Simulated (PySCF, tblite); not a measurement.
# C₂H₈N₂: protonation

Aim: compute the protonation of C₂H₈N₂ (`NCCN`).

Computed with tblite 0.8.0 and PySCF 2.14.0 and routines of our own; the level stands in each step. Atoms count from 0.

## 1. The starting structure

12 atoms, charge 0, multiplicity 1; geometry from: start built from the parent or by distance geometry.

## 2. Optimising the geometry with GFN2-xTB

Job settings and geometry (Å):

```
{"job": {"kind": "relax", "xc": "GFN2-xTB", "basis": "xTB"}, "charge": 0, "multiplicity": 1}
N      0.909300    -1.247100     0.461100
C      0.758700     0.221400     0.610000
C     -0.602200     0.721900     0.218000
N     -1.069300     0.163300    -1.078200
H      1.840500    -1.520700     0.720400
H      0.790300    -1.435500    -0.541800
H      0.960000     0.484000     1.667200
H      1.550000     0.707800     0.026700
H     -1.343100     0.467200     0.988100
H     -0.603400     1.818100     0.134700
H     -2.014600     0.482100    -1.263700
H     -1.174100    -0.863900    -0.906100
```

The run is started by

```console
> OMP_NUM_THREADS=1 python redox_run.py task.json out
```

One launch serves the whole session: the jobs run in the order shown.

Output:

```text
step      E/eV     max force
  0    -385.41211    1.430
  1    -385.47605    0.432
  2    -385.48673    0.315
  3    -385.50040    0.303
  4    -385.51075    0.282
  5    -385.51717    0.193
  6    -385.51981    0.127
  7    -385.52211    0.111
  8    -385.52382    0.105
  9    -385.52479    0.064
 10    -385.52540    0.070
 11    -385.52623    0.089
 12    -385.52773    0.142
 13    -385.52987    0.161
 14    -385.53196    0.123
 15    -385.53351    0.110
 16    -385.53489    0.097
 17    -385.53645    0.132
 18    -385.53821    0.120
 19    -385.53979    0.096
 20    -385.54088    0.077
 21    -385.54164    0.077
 22    -385.54233    0.088
 23    -385.54295    0.070
 24    -385.54352    0.063
 25    -385.54414    0.088
 26    -385.54502    0.135
 27    -385.54628    0.171
 28    -385.54792    0.162
 29    -385.54976    0.110
 30    -385.55150    0.112
 31    -385.55281    0.097
 32    -385.55369    0.100
 33    -385.55440    0.070
 34    -385.55512    0.086
 35    -385.55584    0.085
 36    -385.55650    0.067
 37    -385.55708    0.062
 38    -385.55765    0.086
 39    -385.55825    0.088
 40    -385.55874    0.073
 41    -385.55907    0.059
 42    -385.55938    0.058
 43    -385.55972    0.066
 44    -385.56021    0.047
 45    -385.56048    0.041
 46    -385.56071    0.029
 47    -385.56083    0.029
 48    -385.56094    0.027
 49    -385.56109    0.038
 50    -385.56127    0.037
 51    -385.56149    0.042
 52    -385.56168    0.042
 53    -385.56187    0.036
 54    -385.56203    0.027
 55    -385.56211    0.018
 56    -385.56214    0.012
 57    -385.56215    0.007
```

Wall time 0.31 s (1 thread of Arm Neoverse V1, shared host).

Relaxation path: (not every step is listed)

| step | energy from step 0 (eV) | largest force (eV/Å) |
| --- | --- | --- |
| 0 | 0.0000 | 1.4296 |
| 1 | -0.0639 | 0.4319 |
| 2 | -0.0746 | 0.3150 |
| 3 | -0.0883 | 0.3031 |
| 4 | -0.0986 | 0.2819 |
| 5 | -0.1051 | 0.1929 |
| 6 | -0.1077 | 0.1274 |
| 7 | -0.1100 | 0.1115 |
| 8 | -0.1117 | 0.1049 |
| 12 | -0.1156 | 0.1419 |
| 16 | -0.1228 | 0.0970 |
| 20 | -0.1288 | 0.0767 |
| 24 | -0.1314 | 0.0631 |
| 28 | -0.1358 | 0.1624 |
| 32 | -0.1416 | 0.0995 |
| 36 | -0.1444 | 0.0672 |
| 40 | -0.1466 | 0.0732 |
| 44 | -0.1481 | 0.0467 |
| 48 | -0.1488 | 0.0266 |
| 52 | -0.1496 | 0.0419 |
| 53 | -0.1498 | 0.0364 |
| 54 | -0.1499 | 0.0272 |
| 55 | -0.1500 | 0.0179 |
| 56 | -0.1500 | 0.0117 |
| 57 | -0.1500 | 0.0071 |

Distances of close pairs at the start and the end, largest changes first:

| bond | before (Å) | after (Å) | change (Å) |
| --- | --- | --- | --- |
| N3–H11 | 1.047 | 1.015 | -0.032 |
| C2–N3 | 1.487 | 1.457 | -0.030 |
| C1–C2 | 1.502 | 1.530 | +0.028 |
| N0–C1 | 1.484 | 1.457 | -0.027 |
| C1–H6 | 1.108 | 1.093 | -0.015 |
| N0–H5 | 1.027 | 1.015 | -0.012 |
| N0–H4 | 1.005 | 1.014 | +0.010 |
| C2–H9 | 1.099 | 1.093 | -0.006 |

The next job starts from the end point, and lists it.

## 3. Harmonic vibrations with GFN2-xTB

Job settings and geometry (Å):

```
{"job": {"kind": "ir", "xc": "GFN2-xTB", "basis": "xTB"}, "charge": 0, "multiplicity": 1}
N      0.903577    -1.221411     0.620779
C      0.793881     0.228004     0.523183
C     -0.655964     0.642084     0.264332
N     -1.048596     0.304447    -1.097179
H      1.847070    -1.479682     0.888463
H      0.723218    -1.642505    -0.284962
H      1.109139     0.645814     1.482946
H      1.423969     0.660075    -0.269981
H     -1.291210     0.170596     1.030319
H     -0.733659     1.727346     0.370751
H     -1.974875     0.668159    -1.293022
H     -1.094154    -0.704298    -1.199423
```

Output:

```text
mode    cm-1     km/mol
  1     105.1     10.06
  2     238.3     90.63
  3     278.6     22.99
  4     341.4      0.87
  5     447.0      4.44
  6     850.9      8.02
  7     869.3     10.94
  8     920.0     18.67
  9     952.0    246.50
 10    1071.3     11.83
 11    1076.5     17.22
 12    1127.7      4.19
 13    1155.0      7.29
 14    1192.8     41.09
 15    1260.3     36.35
 16    1298.3      7.02
 17    1350.6     19.19
 18    1376.5      5.63
 19    1469.6      1.29
 20    1471.8      1.49
 21    1558.0     30.37
 22    1579.2     31.71
 23    2844.5      4.34
 24    2860.0    184.48
 25    2962.4     14.08
 26    2969.6     82.11
 27    3388.4      6.20
 28    3389.3     12.47
 29    3415.8     18.48
 30    3418.0      3.79
ZPE 282.547  H(298)-E 299.572  G(298)-E 211.345 kJ/mol  S 295.91 J/(mol K)
```

It took 0.21 s on 1 thread of Arm Neoverse V1, shared host.

The strongest bands and the atoms that carry them (share of the mass-weighted mode):

| cm⁻¹ | km/mol | atoms |
| --- | --- | --- |
| 238 | 90.6 | H4 27 %, H10 26 %, H5 20 %, H11 20 % |
| 952 | 246.5 | H5 15 %, H11 15 %, H4 12 %, H10 12 % |
| 1193 | 41.1 | C2 14 %, C1 14 %, H8 11 %, H7 10 % |
| 1260 | 36.4 | H7 20 %, H8 20 % |
| 1558 | 30.4 | H10 23 %, H11 23 %, H4 22 %, H5 22 % |
| 1579 | 31.7 | H5 24 %, H11 23 %, H4 22 %, H10 21 % |
| 2860 | 184.5 | H8 49 %, H7 43 % |
| 2970 | 82.1 | H6 46 %, H9 46 % |

## 4. Optimising the geometry at PBE0-D3(BJ)/def2-SVP

The job, as its differences from that of step 3:

```diff
@@ -1,2 +1,2 @@
-{"job": {"kind": "ir", "xc": "GFN2-xTB", "basis": "xTB"}, "charge": 0, "multiplicity": 1}
+{"job": {"xc": "PBE0", "basis": "def2-SVP", "d3": "d3bj", "grid": 1, "kind": "geom"}, "charge": 0, "multiplicity": 1}
 N      0.903577    -1.221411     0.620779
```

Output:

```text
step   0  E = -190.15657574  max force = 0.011415
step   1  E = -190.15831122  max force = 0.003031
step   2  E = -190.15851546  max force = 0.001398
step   3  E = -190.15864614  max force = 0.000278
step   4  E = -190.15864951  max force = 0.000132
optimisation converged
```

Wall time 13 s (1 thread of Arm Neoverse V1, shared host).

The steps of the relaxation:

| step | energy from step 0 (eV) | largest force component (eV/Å) |
| --- | --- | --- |
| 0 | 0.0000 | 0.5870 |
| 1 | -0.0472 | 0.1559 |
| 2 | -0.0528 | 0.0719 |
| 3 | -0.0563 | 0.0143 |
| 4 | -0.0564 | 0.0068 |

Close pairs (by a distance rule), those that changed most:

| bond | before (Å) | after (Å) | change (Å) |
| --- | --- | --- | --- |
| C1–C2 | 1.530 | 1.520 | -0.010 |
| C2–H9 | 1.093 | 1.103 | +0.009 |
| C1–H6 | 1.093 | 1.103 | +0.009 |
| C2–H8 | 1.101 | 1.110 | +0.009 |
| C1–H7 | 1.101 | 1.110 | +0.009 |
| N3–H11 | 1.015 | 1.019 | +0.004 |
| N0–C1 | 1.457 | 1.453 | -0.004 |
| C2–N3 | 1.457 | 1.453 | -0.004 |

The final coordinates are the input of the step that follows.

| at the end point | value |
| --- | --- |
| point group (found at 0.08 Å tolerance) | C2 |
| rotational constants (GHz, main isotopes) | 14.385, 5.465, 4.411 |
| dipole moment (D) | 0.05 |

## 5. Harmonic vibrations (C₂H₈N₂): PBE0-D3(BJ)/def2-SVP

Job settings and geometry (Å):

```
{"job": {"xc": "PBE0", "basis": "def2-SVP", "d3": "d3bj", "grid": 2, "kind": "hessian"}, "charge": 0, "multiplicity": 1}
N      0.896445    -1.229704     0.433676
C      0.795859     0.216144     0.532547
C     -0.632504     0.667616     0.276638
N     -1.091908     0.187221    -1.014939
H      1.795126    -1.549378     0.786896
H      0.876433    -1.495951    -0.549734
H      1.082953     0.522637     1.552039
H      1.464139     0.758841    -0.168681
H     -1.262424     0.332530     1.127476
H     -0.657004     1.769980     0.273682
H     -1.970268     0.632647    -1.269204
H     -1.298770    -0.808004    -0.942187
```

Output:

```text
coarse grid: 9256 points
cycle   1  E = -190.0980353497  dE =  2.368e-01  |g| = 4.242e-01  |ddm| = 3.232e+00
cycle   2  E = -190.0832872461  dE =  1.475e-02  |g| = 5.075e-01  |ddm| = 9.277e-01
cycle   3  E = -190.1407953820  dE = -5.751e-02  |g| = 3.601e-02  |ddm| = 5.227e-01
cycle   4  E = -190.1410507209  dE = -2.553e-04  |g| = 1.024e-02  |ddm| = 4.083e-02
cycle   5  E = -190.1410714327  dE = -2.071e-05  |g| = 4.562e-03  |ddm| = 1.395e-02
cycle   6  E = -190.1410763876  dE = -4.955e-06  |g| = 4.419e-04  |ddm| = 4.283e-03
final grid: 87376 points
cycle   7  E = -190.1586487583  dE = -2.043e-05  |g| = 7.880e-03  |ddm| = 2.248e-02
cycle   8  E = -190.1586417934  dE =  6.965e-06  |g| = 9.693e-03  |ddm| = 1.725e-02
cycle   9  E = -190.1586638772  dE = -2.208e-05  |g| = 3.926e-04  |ddm| = 9.349e-03
cycle  10  E = -190.1586639070  dE = -2.985e-08  |g| = 1.671e-04  |ddm| = 4.969e-04
cycle  11  E = -190.1586639131  dE = -6.101e-09  |g| = 2.768e-05  |ddm| = 1.642e-04
cycle  12  E = -190.1586639133  dE = -1.760e-10  |g| = 3.825e-06  |ddm| = 3.815e-05
cycle  13  E = -190.1586639133  dE = -5.286e-12  |g| = 4.591e-07  |ddm| = 6.012e-06
converged SCF energy = -190.1586639133

mode    cm-1
  1     150.8
  2     176.3
  3     317.1
  4     376.5
  5     505.7
  6     852.6
  7     861.6
  8     879.6
  9     888.8
 10    1072.0
 11    1079.8
 12    1157.0
 13    1178.0
 14    1226.8
 15    1331.7
 16    1356.2
 17    1395.4
 18    1441.9
 19    1469.0
 20    1477.9
 21    1620.8
 22    1646.4
 23    2978.4
 24    2987.1
 25    3097.2
 26    3098.0
 27    3538.9
 28    3541.3
 29    3621.2
 30    3622.7
ZPE 292.766  H(298)-E 309.486  G(298)-E 221.884 kJ/mol  S 293.82 J/(mol K)
```

Wall time 1.8 min (1 thread of Arm Neoverse V1, shared host); peak memory 1.4 GiB.

Zero-point energy 292.77 kJ/mol (xTB gave 282.55).

## 6. Single point (C₂H₈N₂): wB97X-D3(BJ)/def2-TZVP

Geometry: PBE0-D3(BJ)/def2-SVP.

The job, as its differences from that of step 5:

```diff
@@ -1,2 +1,2 @@
-{"job": {"xc": "PBE0", "basis": "def2-SVP", "d3": "d3bj", "grid": 2, "kind": "hessian"}, "charge": 0, "multiplicity": 1}
+{"job": {"kind": "sp", "xc": "wB97X", "basis": "def2-TZVP", "d3": "d3bj", "grid": 2}, "charge": 0, "multiplicity": 1}
 N      0.896445    -1.229704     0.433676
```

Output:

```text
coarse grid: 9256 points
cycle   1  E = -190.6623479171  dE =  3.672e-01  |g| = 3.772e-01  |ddm| = 2.232e+00
cycle   2  E = -190.6814281064  dE = -1.908e-02  |g| = 2.930e-01  |ddm| = 5.264e-01
cycle   3  E = -190.6971722408  dE = -1.574e-02  |g| = 4.190e-02  |ddm| = 2.013e-01
cycle   4  E = -190.6975843754  dE = -4.121e-04  |g| = 7.982e-03  |ddm| = 4.793e-02
cycle   5  E = -190.6976090585  dE = -2.468e-05  |g| = 1.528e-03  |ddm| = 1.655e-02
cycle   6  E = -190.6976101877  dE = -1.129e-06  |g| = 7.087e-04  |ddm| = 4.478e-03
final grid: 87376 points
cycle   7  E = -190.6815008329  dE = -4.375e-05  |g| = 3.154e-03  |ddm| = 2.676e-02
cycle   8  E = -190.6815021701  dE = -1.337e-06  |g| = 2.325e-03  |ddm| = 6.066e-03
cycle   9  E = -190.6815033183  dE = -1.148e-06  |g| = 2.798e-04  |ddm| = 1.716e-03
cycle  10  E = -190.6815033476  dE = -2.930e-08  |g| = 1.285e-04  |ddm| = 7.481e-04
cycle  11  E = -190.6815033520  dE = -4.400e-09  |g| = 3.541e-05  |ddm| = 1.501e-04
converged SCF energy = -190.6815033520
```

Run time: 8.8 s. Hardware: 1 thread of Arm Neoverse V1, shared host; peak memory 0.63 GiB.

Orbitals, density, ELF and potential are computed afterwards from the orbital file.

Frontier orbitals at wB97X/def2-TZVP, with the share of their density that lies nearest to each atom:

| orbital | energy (eV) | lies on |
| --- | --- | --- |
| HOMO | -9.18 | N0, N3 about 29 % each; H7, H8 about 8 % each |
| LUMO | 2.88 | H4, H10 about 18 % each; H5, H11 about 13 % each; H6, H9 about 7 % each |

ELF in a plane through or near 5 of the atoms.

Ten even steps from ' ' (0.00) to '@' (1.00):
```
                                                        
                                                        
                                                        
                ..++**==..      ..::..                  
              --%%@@@@@@**    ..==****--                
              **@@@@@@@@##    ::**%%%%++::              
              **@@@@@@@@%%....==##%%##++::              
              ..++@@@@@@##++++==**##**::                
                  ==**++==%%##..--++--                  
        ..++++==--==****==####::::++--....::::          
        ++@@@@@@%%++++%%++::::==**##++++##%%##::        
      ..**@@@@@@@@::****++    ::++##**##%%%%%%==        
        ==%%%%%%##++**%%**    **@@@@##++++****..        
          ::--::::++####++    %%@@@@@@--......          
                  --++**--    ##@@@@%%::                
                  ::----..    ==##%%**..                
                                ::::..                  
                                                        
                                                        
                                                        
```
The map spans 10.0 Å across and 8.1 Å up, centred on the molecule. Atoms in the plane (x, y in Å): N0 (-1.4, -0.7), C2 (0.7, 0.6), H4 (-2.4, -0.6), H6 (-1.2, 1.4), H11 (1.1, -1.4).

log10 of the density (e/Å³) in the same plane.

Ten even steps from '0' (-4.0) to '9' (1.5):
```
0000000000000000000000000000
0000000000000000000000000000
0000000112222111111100000000
0000001223333223333221000000
0000012344554434444321100000
0000012345665445555432100000
0000012456776556666442100000
0000123456777667776542210000
0001233456777779976543211000
0002345566777777776554321000
0012356777877666777665432000
0012356779976556777665432100
0012345677876556777655432000
0001234556666446776544321000
0001123445555445565433210000
0000112334444334444332100000
0000001223332223333221000000
0000000011111111111100000000
0000000000000000000000000000
0000000000000000000000000000
```
The map spans 10.0 Å across and 8.1 Å up, centred on the molecule. Atoms in the plane (x, y in Å): N0 (-1.4, -0.7), C2 (0.7, 0.6), H4 (-2.4, -0.6), H6 (-1.2, 1.4), H11 (1.1, -1.4).

On the surface of density 0.002 e/bohr³ the electrostatic potential runs, from the 1st to the 99th percentile, from -1.71 V near N3 to 1.38 V near H4.

## 7. Geometry optimisation with GFN2-xTB

This step treats C₂H₉N₂+, `NCC[NH3+]`.

Job settings and geometry (Å):

```
{"job": {"kind": "relax", "xc": "GFN2-xTB", "basis": "xTB"}, "charge": 1, "multiplicity": 1}
N      0.912700    -1.235800     0.428400
C      0.785100     0.224800     0.509500
C     -0.615100     0.660000     0.279800
N     -1.094400     0.201800    -1.035500
H      1.791900    -1.553200     0.798200
H      0.865400    -1.497700    -0.558500
H      1.083400     0.528500     1.541000
H      1.475600     0.767900    -0.163700
H     -1.253400     0.325700     1.126200
H     -0.666400     1.767300     0.279000
H     -1.977200     0.628700    -1.276100
H     -1.307200    -0.814700    -0.942300
H      0.167900    -1.658300     1.067800
```

Output:

```text
step      E/eV     max force
  0    -387.68707    2.249
  1    -387.81774    0.610
  2    -387.84287    0.429
  3    -387.88231    0.366
  4    -387.89117    0.242
  5    -387.89877    0.179
  6    -387.90254    0.215
  7    -387.90905    0.270
  8    -387.91592    0.285
  9    -387.92337    0.249
 10    -387.92976    0.183
 11    -387.93661    0.212
 12    -387.94602    0.275
 13    -387.95739    0.379
 14    -387.96779    0.302
 15    -387.97884    0.367
 16    -387.99165    0.533
 17    -387.99677    0.849
 18    -388.01737    0.341
 19    -388.03334    0.262
 20    -388.05620    0.437
 21    -388.07153    0.699
 22    -388.09600    0.505
 23    -388.11974    0.621
 24    -388.13567    0.802
 25    -388.15796    0.635
 26    -388.18093    0.469
 27    -388.20918    0.515
 28    -388.22168    0.348
 29    -388.23662    0.614
 30    -388.25601    0.320
 31    -388.27296    0.435
 32    -388.28880    0.402
 33    -388.29566    0.310
 34    -388.30538    0.231
 35    -388.31438    0.280
 36    -388.32636    0.310
 37    -388.33782    0.331
 38    -388.34753    0.264
 39    -388.35475    0.211
 40    -388.35944    0.222
 41    -388.36230    0.191
 42    -388.36509    0.211
 43    -388.36887    0.222
 44    -388.37162    0.205
 45    -388.37453    0.170
 46    -388.37657    0.122
 47    -388.37802    0.097
 48    -388.37907    0.081
 49    -388.38030    0.091
 50    -388.38160    0.110
 51    -388.38281    0.105
 52    -388.38400    0.080
 53    -388.38499    0.070
 54    -388.38570    0.057
 55    -388.38625    0.069
 56    -388.38689    0.083
 57    -388.38778    0.093
 58    -388.38896    0.104
 59    -388.39018    0.101
 60    -388.39122    0.085
 61    -388.39210    0.074
 62    -388.39293    0.080
 63    -388.39371    0.084
 64    -388.39438    0.080
 65    -388.39491    0.057
 66    -388.39533    0.043
 67    -388.39563    0.031
 68    -388.39578    0.032
 69    -388.39585    0.018
 70    -388.39588    0.018
 71    -388.39592    0.017
 72    -388.39594    0.011
 73    -388.39595    0.009
```

Run time: 0.26 s. Hardware: 1 thread of Arm Neoverse V1, shared host.

Relaxation path: (not every step is listed)

| step | energy from step 0 (eV) | largest force (eV/Å) |
| --- | --- | --- |
| 0 | 0.0000 | 2.2492 |
| 1 | -0.1307 | 0.6098 |
| 2 | -0.1558 | 0.4289 |
| 3 | -0.1952 | 0.3662 |
| 4 | -0.2041 | 0.2418 |
| 5 | -0.2117 | 0.1786 |
| 6 | -0.2155 | 0.2151 |
| 7 | -0.2220 | 0.2696 |
| 8 | -0.2289 | 0.2851 |
| 14 | -0.2807 | 0.3020 |
| 20 | -0.3691 | 0.4366 |
| 26 | -0.4939 | 0.4693 |
| 32 | -0.6017 | 0.4018 |
| 38 | -0.6605 | 0.2639 |
| 44 | -0.6846 | 0.2055 |
| 50 | -0.6945 | 0.1101 |
| 56 | -0.6998 | 0.0828 |
| 62 | -0.7059 | 0.0798 |
| 68 | -0.7087 | 0.0319 |
| 69 | -0.7088 | 0.0185 |
| 70 | -0.7088 | 0.0180 |
| 71 | -0.7088 | 0.0166 |
| 72 | -0.7089 | 0.0112 |
| 73 | -0.7089 | 0.0095 |

Close pairs (by a distance rule), those that changed most:

| bond | before (Å) | after (Å) | change (Å) |
| --- | --- | --- | --- |
| N0–H5 | 1.022 | 1.189 | +0.167 |
| C1–C2 | 1.484 | 1.546 | +0.062 |
| N0–H12 | 1.069 | 1.020 | -0.049 |
| N3–H11 | 1.043 | 1.013 | -0.030 |
| C1–H6 | 1.116 | 1.088 | -0.028 |
| C2–H8 | 1.112 | 1.091 | -0.021 |
| C2–H9 | 1.108 | 1.090 | -0.019 |
| C1–H7 | 1.107 | 1.090 | -0.017 |

The end geometry stands in the next job.

[end of part 1 of 3]
